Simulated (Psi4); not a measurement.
# NClO (SMILES O=NCl): a chain of runs, part 2 of 2

Psi4 1.11. The steps go on from the part before.

**5. The vertical excitations at TDA-B3LYP/6-311G(d,p) (density fitting, save jk yes) (run 4)**

Input file job.py:

```python
import psi4

psi4.set_memory('1600 MB')
psi4.set_num_threads(1)
psi4.set_output_file('output.dat', False)

geom = psi4.geometry("""
O      1.033801    -0.381517     0.527790
N      0.086319    -0.642586    -0.021613
Cl    -1.081277     0.974887    -0.490100
symmetry c1
""")

psi4.set_options({
    'basis': '6-311G**',
    'reference': 'rks',
    'save_jk': True,
})

from psi4.driver.procrouting.response.scf_response import tdscf_excitations
energy_value, wavefunction = psi4.energy('B3LYP', molecule=geom, return_wfn=True)
states = tdscf_excitations(wavefunction, states=6, tda=True)
for k, s in enumerate(states, 1):
    print(f"root {k}: {s['EXCITATION ENERGY'] * 27.211386:.4f} eV  f = {s['OSCILLATOR STRENGTH (LEN)']:.4f}  {s['SYMMETRY']}")
print('E =', round(energy_value, 9))
```

Run with:

```bash
$ python job.py
```

output.dat:

```text
Psi4 1.11 release

   => Loading Basis Set <=

    Name: 6-311G**
    Role: ORBITAL
    Keyword: BASIS

         ---------------------------------------------------------
                                   SCF
                              RKS Reference
                        1 Threads,   1525 MiB Core
         ---------------------------------------------------------

  ==> Geometry <==

    Molecular point group: c1
    Full point group: Cs

    Geometry (in Angstrom), charge = 0, multiplicity = 1:

       Center              X                  Y                   Z               Mass
    ------------   -----------------  -----------------  -----------------  -----------------
         O            1.497569687670    -0.676807084827     0.000000000000    15.994914619570
         N            0.402599053011    -0.939032424429     0.000000000000    14.003074004430
         CL          -0.846213740372     0.685604766207    -0.000000000000    34.968852682000

  Running in c1 symmetry.

  Rotational constants: A =      2.94912  B =      0.18015  C =      0.16978 [cm^-1]
  Rotational constants: A =  88412.26763  B =   5400.63816  C =   5089.73325 [MHz]
  Nuclear repulsion =   83.597189251903572

  Charge       = 0
  Multiplicity = 1
  Electrons    = 32
  Nalpha       = 16
  Nbeta        = 16

  ==> Algorithm <==

  SCF Algorithm Type is DF.
  DIIS enabled.
  MOM disabled.
  Fractional occupation disabled.
  Guess Type is SAD.
  Energy threshold   = 1.00e-06
  Density threshold  = 1.00e-06
  Integral threshold = 1.00e-12

  ==> Primary Basis <==

  Basis Set: 6-311G**
    Blend: 6-311G**
    Number of shells: 28
    Number of basis functions: 62
    Number of Cartesian functions: 65
    Spherical Harmonics?: true
    Max angular momentum: 2

  ==> DFT Potential <==

   => LibXC <=

    Version 7.1.2

   => Composite Functional: B3LYP <=

    B3LYP Hyb-GGA Exchange-Correlation Functional

    Deriv               =              1
    GGA                 =           TRUE
    Meta                =          FALSE

    Exchange Hybrid     =           TRUE
    MP2 Hybrid          =          FALSE

   => Exchange Functionals <=

    0.0800   Slater exchange
    0.7200         Becke 88

   => Exact (HF) Exchange <=

    0.2000               HF

   => Correlation Functionals <=

    0.1900   Vosko, Wilk & Nusair (VWN5_RPA)
    0.8100   Lee, Yang & Parr

   => LibXC Density Thresholds  <==

    XC_HYB_GGA_XC_B3LYP:  1.00E-15

   => Molecular Quadrature <=

    Radial Scheme          =       TREUTLER
    Pruning Scheme         =           NONE
    Nuclear Scheme         =       TREUTLER

    Blocking Scheme        =         OCTREE
    BS radius alpha        =              1
    Pruning alpha          =              1
    Radial Points          =             75
    Spherical Points       =            302
    Total Points           =          64428
    Total Blocks           =            558
    Max Points             =            256
    Max Functions          =             61
    Weights Tolerance      =       1.00E-15

   => Loading Basis Set <=

    Name: (6-311G** AUX)
    Role: JKFIT
    Keyword: DF_BASIS_SCF

  ==> Integral Setup <==

  DFHelper Memory: AOs need 0.009 GiB; user supplied 1.030 GiB.
  SCF_SUBTYPE=INCORE selected. In-core MEM_DF algorithm will be used.
  Using in-core AOs.

  ==> MemDFJK: Density-Fitted J/K Matrices <==

    J tasked:                   Yes
    K tasked:                   Yes
    wK tasked:                   No
    Memory [MiB]:              1054
    Algorithm:                 Core
    Schwarz Cutoff:           1E-12
    Mask sparsity (%):       3.8502
    Fitting Condition:        1E-10

   => Auxiliary Basis Set <=

  Basis Set: (6-311G** AUX)
    Blend: CC-PVTZ-JKFIT
    Number of shells: 87
    Number of basis functions: 279
    Number of Cartesian functions: 337
    Spherical Harmonics?: true
    Max angular momentum: 4

  Cached 100.0% of DFT collocation blocks in 0.088 [GiB].

  Minimum eigenvalue in the overlap matrix is 9.3380595504E-03.
  Reciprocal condition number of the overlap matrix is 2.5005932037E-03.
    Using symmetric orthogonalization.

  ==> Pre-Iterations <==

  SCF Guess: Superposition of Atomic Densities via on-the-fly atomic UHF (no occupation information).

   -------------------------
    Irrep   Nso     Nmo
   -------------------------
     A         62      62
   -------------------------
    Total      62      62
   -------------------------

  ==> Iterations <==

                           Total Energy        Delta E     RMS |[F,P]|

   @DF-RKS iter SAD:  -589.77058232964282   -5.89771e+02   0.00000e+00
   @DF-RKS iter   1:  -590.08290747591957   -3.12325e-01   6.30884e-03 ADIIS/DIIS
   @DF-RKS iter   2:  -589.05351204614476    1.02940e+00   2.25680e-02 ADIIS/DIIS
   @DF-RKS iter   3:  -590.12323782299381   -1.06973e+00   4.73774e-03 ADIIS/DIIS
   @DF-RKS iter   4:  -590.13357041443146   -1.03326e-02   3.56417e-03 ADIIS/DIIS
   @DF-RKS iter   5:  -590.15210324437066   -1.85328e-02   4.22786e-04 ADIIS/DIIS
   @DF-RKS iter   6:  -590.15244955420235   -3.46310e-04   1.12919e-04 ADIIS/DIIS
   @DF-RKS iter   7:  -590.15247924413438   -2.96899e-05   1.41761e-05 DIIS
   @DF-RKS iter   8:  -590.15247964513549   -4.01001e-07   5.64562e-06 DIIS
   @DF-RKS iter   9:  -590.15247973069336   -8.55579e-08   8.99588e-07 DIIS
  Energy and wave function converged.

  ==> Post-Iterations <==

   Electrons on quadrature grid:
      Ntotal   =   31.9999995706 ; deviation = -4.294e-07

    Orbital Energies [Eh]
    ---------------------

    Doubly Occupied:

       1A   -101.543924     2A    -19.321158     3A    -14.560375
       4A     -9.456328     5A     -7.219606     6A     -7.212905
       7A     -7.211098     8A     -1.339206     9A     -0.822252
      10A     -0.723110    11A     -0.587953    12A     -0.587365
      13A     -0.558977    14A     -0.321197    15A     -0.318301
      16A     -0.311109

    Virtual:

      17A     -0.157831    18A     -0.110803    19A      0.262606
      20A      0.274924    21A      0.291072    22A      0.309517
      23A      0.502361    24A      0.522883    25A      0.551083
      26A      0.591326    27A      0.681760    28A      0.715653
      29A      0.720425    30A      0.781543    31A      0.876460
      32A      0.876616    33A      0.908838    34A      0.929177
      35A      1.101428    36A      1.284829    37A      1.750361
      38A      1.750730    39A      1.769060    40A      1.784469
      41A      2.111711    42A      2.117980    43A      2.349510
      44A      2.474088    45A      2.705318    46A      2.728098
      47A      3.163919    48A      3.198562    49A      3.498423
      50A      3.634235    51A      3.672696    52A      4.135126
      53A      4.697408    54A      4.725521    55A      5.482242
      56A      9.366905    57A     25.374105    58A     25.388785
      59A     25.724142    60A     35.273238    61A     49.741992
      62A    215.296232

    Final Occupation by Irrep:
              A
    DOCC [    16 ]
    NA   [    16 ]
    NB   [    16 ]

  @DF-RKS Final Energy:  -590.15247973069336

   => Energetics <=

    Nuclear Repulsion Energy =             83.5971892519035720
    One-Electron Energy =                -978.2349790206114903
    Two-Electron Energy =                 339.6309567689739310
    DFT Exchange-Correlation Energy =     -35.1456467309593847
    Empirical Dispersion Energy =           0.0000000000000000
    VV10 Nonlocal Energy =                  0.0000000000000000
    Total Energy =                       -590.1524797306932442

Computation Completed

Properties will be evaluated at   0.000000,   0.000000,   0.000000 [a0]

Properties computed using the SCF density matrix

 Multipole Moments:

 ------------------------------------------------------------------------------------
     Multipole            Electronic (a.u.)      Nuclear  (a.u.)        Total (a.u.)
 ------------------------------------------------------------------------------------

 L = 1.  Multiply by 2.5417464519 to convert [e a0] to [Debye]
 Dipole X            :         -0.0127500            0.7806785            0.7679285
 Dipole Y            :         -0.0203285           -0.6281499           -0.6484784
 Dipole Z            :          0.0000000            0.0000000            0.0000000
 Magnitude           :                                                    1.0051062

 ------------------------------------------------------------------------------------

	total time  =          3 seconds =       0.05 minutes

******************************************************************************************
**********                               WARNING                                **********
**********       The names of excited state variables changed between 1.5       **********
**********     and 1.6. For a quick solution, remove the symmetry specifier     **********
**********   from the variable name. For full details, see 'Notes on Psivars'   **********
**********                        in the documentation.                         **********
******************************************************************************************

         ---------------------------------------------------------
                         TDSCF excitation energies
         ---------------------------------------------------------

  ==> Options <==

     Residual threshold  : 1.0000e-04
     Initial guess       : denominators
     Reference           : RHF
     Solver type         : TDA (Davidson)

  ==> Requested Excitations <==

      6 singlet states with A symmetry

  ==> Seeking the lowest 6 singlet states with A symmetry

                         Generalized Davidson Solver

  ==> Options <==

    Max number of iterations        = 60
    Eigenvector tolerance           = 1.0000e-04
    Max number of expansion vectors = 1200

  => Iterations <=
                           Max[D[value]]     Max[|R|]   # vectors
  DavidsonSolver iter   1:   3.10585e-01  1.52596e-01     24
  DavidsonSolver iter   2:   1.96989e-02  2.56752e-02     30
  DavidsonSolver iter   3:   4.01065e-04  2.94940e-03     36
  DavidsonSolver iter   4:   4.98410e-06  2.87867e-04     41
  DavidsonSolver iter   5:   2.37760e-08  2.64706e-05     42      Converged

******************************************************************************************
**********                               WARNING                                **********
**********  Length-gauge rotatory strengths are **NOT** gauge-origin invariant  **********
******************************************************************************************

                                    Excitation Energy         Total Energy        Oscillator Strength             Rotatory Strength
     #   Sym: GS->ES (Trans)        au              eV              au          au (length)    au (velocity)    au (length)    au (velocity)
    ---- -------------------- --------------- --------------- --------------- --------------- --------------- --------------- ---------------
     1        A->A (1 A)       0.09802         2.66727        -590.05446       0.0002          0.0012         -0.0000          0.0000
     2        A->A (1 A)       0.11220         3.05299        -590.04028       0.0000          0.0000         -0.0000          0.0000
     3        A->A (1 A)       0.12595         3.42734        -590.02653       0.0011          0.0112          0.0000         -0.0000
     4        A->A (1 A)       0.15601         4.24523        -589.99647       0.0005          0.0042          0.0000         -0.0000
     5        A->A (1 A)       0.16017         4.35839        -589.99231       0.0004          0.0020          0.0000          0.0000
     6        A->A (1 A)       0.29048         7.90437        -589.86200       1.0872          0.0727         -0.0000         -0.0000

Contributing excitations
Only contributions with abs(coeff) > 1.00e-01 will be printed:

Excited State    1 (1 A):   0.09802 au   464.84 nm f = 0.0002
  Sums of squares: Xssq =  1.000000e+00
     15a  ->  17a    -0.586893 (34.444%)
     16a  ->  17a     0.807280 (65.170%)

Excited State    2 (1 A):   0.11220 au   406.11 nm f = 0.0000
  Sums of squares: Xssq =  1.000000e+00
     15a  ->  17a    -0.808035 (65.292%)
     16a  ->  17a    -0.588616 (34.647%)

Excited State    3 (1 A):   0.12595 au   361.75 nm f = 0.0011
  Sums of squares: Xssq =  1.000000e+00
     14a  ->  17a     0.902614 (81.471%)
     15a  ->  18a    -0.290943 ( 8.465%)
     16a  ->  18a     0.315826 ( 9.975%)

Excited State    4 (1 A):   0.15601 au   292.06 nm f = 0.0005
  Sums of squares: Xssq =  1.000000e+00
     15a  ->  18a    -0.701946 (49.273%)
     16a  ->  18a    -0.710432 (50.471%)

Excited State    5 (1 A):   0.16017 au   284.47 nm f = 0.0004
  Sums of squares: Xssq =  1.000000e+00
     14a  ->  18a    -0.998675 (99.735%)

Excited State    6 (1 A):   0.29048 au   156.86 nm f = 1.0872
  Sums of squares: Xssq =  1.000000e+00
     11a  ->  18a    -0.179522 ( 3.223%)
     12a  ->  17a     0.172818 ( 2.987%)
     13a  ->  18a    -0.267679 ( 7.165%)
     14a  ->  17a    -0.373120 (13.922%)
     14a  ->  21a     0.118273 ( 1.399%)
     15a  ->  18a    -0.578810 (33.502%)
     15a  ->  19a     0.121569 ( 1.478%)
     16a  ->  18a     0.560385 (31.403%)
     16a  ->  20a     0.126583 ( 1.602%)

******************************************************************************************
**********                               WARNING                                **********
**********       The names of excited state variables changed between 1.5       **********
**********     and 1.6. For a quick solution, remove the symmetry specifier     **********
**********   from the variable name. For full details, see 'Notes on Psivars'   **********
**********                        in the documentation.                         **********
******************************************************************************************
```

The script printed:

```text
root 1: 2.6673 eV  f = 0.0002  A
root 2: 3.0530 eV  f = 0.0000  A
root 3: 3.4273 eV  f = 0.0011  A
root 4: 4.2452 eV  f = 0.0005  A
root 5: 4.3584 eV  f = 0.0004  A
root 6: 7.9044 eV  f = 1.0872  A
E = -590.152479731
```

It took 8.1 s on 1 thread of Intel Xeon at 2.60GHz (Ice Lake), shared host; peak memory 0.3 GiB.

The roots found:

```
excited state  energy (eV)  strength  label
            1        2.667    0.0002    A 1
            2        3.053    0.0000    A 1
            3        3.427    0.0011    A 1
            4        4.245    0.0005    A 1
            5        4.358    0.0004    A 1
            6        7.904    1.0872    A 1
```

**6. What came out**

What follows sums up all 2 parts.

| quantity | value |
| --- | --- |
| run 1, B3LYP-D3(BJ)/6-311G**: total energy at the end | -590.15503 Eh |
| run 1, B3LYP-D3(BJ)/6-311G**: dipole moment | 2.55 D |
| run 1, B3LYP-D3(BJ)/6-311G**: HOMO energy | -8.47 eV |
| run 1, B3LYP-D3(BJ)/6-311G**: LUMO energy | -4.29 eV |
| run 1, B3LYP-D3(BJ)/6-311G**: HOMO–LUMO gap | 4.17 eV |
| run 1, B3LYP-D3(BJ)/6-311G**: dispersion energy | -6.69 kJ/mol |
| run 2, B3LYP-D3(BJ)/6-311G**: lowest harmonic wavenumber | 321 cm⁻¹ |
| run 2, B3LYP-D3(BJ)/6-311G**: highest harmonic wavenumber | 1964 cm⁻¹ |
| run 2, B3LYP-D3(BJ)/6-311G**: zero-point energy | 17.2 kJ/mol |
| run 2, B3LYP-D3(BJ)/6-311G**: ideal-gas entropy at 400 K (symmetry number 1 as used) | 65.8 cal/(mol K) |
| run 3, MP2-F12/cc-pVDZ-F12: total energy | -589.49349 Eh |
| run 3, MP2-F12/cc-pVDZ-F12: HOMO energy (Hartree–Fock orbitals) | -11.53 eV |
| run 3, MP2-F12/cc-pVDZ-F12: LUMO energy (Hartree–Fock orbitals) | 0.65 eV |
| run 3, MP2-F12/cc-pVDZ-F12: HOMO–LUMO gap (Hartree–Fock orbitals) | 12.19 eV |
| run 3, MP2-F12/cc-pVDZ-F12: correlation energy (7 core orbitals frozen) | -721.0 mEh |
| run 4, TDA-B3LYP/6-311G**: ground-state or mean-field energy | -590.15248 Eh |
| run 4, TDA-B3LYP/6-311G**: dipole moment (B3LYP Kohn–Sham density) | 2.55 D |
| run 4, TDA-B3LYP/6-311G**: HOMO energy (B3LYP Kohn–Sham orbitals) | -8.47 eV |
| run 4, TDA-B3LYP/6-311G**: LUMO energy (B3LYP Kohn–Sham orbitals) | -4.29 eV |
| run 4, TDA-B3LYP/6-311G**: HOMO–LUMO gap (B3LYP Kohn–Sham orbitals) | 4.17 eV |
| run 4, TDA-B3LYP/6-311G**: lowest excitation energy | 2.67 eV |

What this shows: The optimisation (run 1, B3LYP-D3(BJ)/6-311G**) took 5 steps and changed the energy by -0.045 eV. All 3 modes (run 2, B3LYP-D3(BJ)/6-311G**) are real, so the shape is a minimum at this level. At B3LYP-D3(BJ)/6-311G**: Experiment gives 1.90 D for the dipole moment (NIST CCCBDB), so the computed value is 0.65 D (34 %) too high. The brightest of the 6 transitions from the ground state lies at 7.90 eV (157 nm, f = 1.087); the lowest, at 2.67 eV, has f = 0.000.
